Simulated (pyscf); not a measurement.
7 gas-phase steps of one pattern: four-centre exchange on the singlet surface, B–C + H–H broken and B–H + C–H formed. Single points on ωB97X-D3(BJ)/def2-SVP structures (PySCF, gas phase). Electronic energies in kcal/mol, from the separated reactants; ΔE‡ at ωB97M-D3(BJ)/def2-TZVP, beside the barrier at B3LYP-D3(BJ)/def2-TZVP on the same structures. Rows were drawn at random from the steps of this pattern with a verified saddle, stable references and no exit in the data more than 5 kcal/mol lower.

```csv
row,step,ΔE‡(B3LYP-D3(BJ)),ΔE‡
1,H₃C–BH–CH₃ (SMILES CBC) + H₂ (SMILES [H][H]) → H₂B–CH₃ (SMILES BC) + CH₄ (SMILES C),21.4,?
2,H₃C–B=NH (SMILES CB=N) + H₂ (SMILES [H][H]) -> HB=NH (SMILES B=N) + CH₄ (SMILES C),63.0,63.5
3,H₃C–B(F)–F (SMILES CB(F)F) + H₂ (SMILES [H][H]) → F–BH–F (SMILES FBF) + CH₄ (SMILES C),47.1,47.1
4,H₃C–BH–Cl (SMILES CBCl) + H₂ (SMILES [H][H]) → H₂B–Cl (SMILES BCl) + CH₄ (SMILES C),27.3,26.1
5,H₃C–BH–F (SMILES CBF) + H₂ (SMILES [H][H]) -> H₂B–F (SMILES BF) + CH₄ (SMILES C),32.8,32.4
6,H₂C=CH–BH–NH₂ (SMILES C=CBN) + H₂ (SMILES [H][H]) → H₂B–NH₂ (SMILES BN) + H₂C=CH₂ (SMILES C=C),48.8,47.8
7,H₃C–B=O (SMILES CB=O) + H₂ (SMILES [H][H]) → HB=O (SMILES B=O) + CH₄ (SMILES C),69.4,70.3
```

Question: Fit ΔE‡ = a + b·ΔE‡(B3LYP-D3(BJ)) to the other rows and predict row 1.

Answer: Over the 6 complete rows the means are +48.1 (ΔE‡(B3LYP-D3(BJ))) and 47.9 (ΔE‡); least squares gives b = 1.04 and a = -2.1 kcal/mol, with residuals of 0.4 kcal/mol (root mean square; largest 0.9, row 6). For row 1: -2.1 + 1.04 × (+21.4) = 20.2 kcal/mol, an extrapolation. The computed barrier is 20.1 kcal/mol, 0.1 under the line. The line follows these rows closely. Each barrier is that of the saddle found.
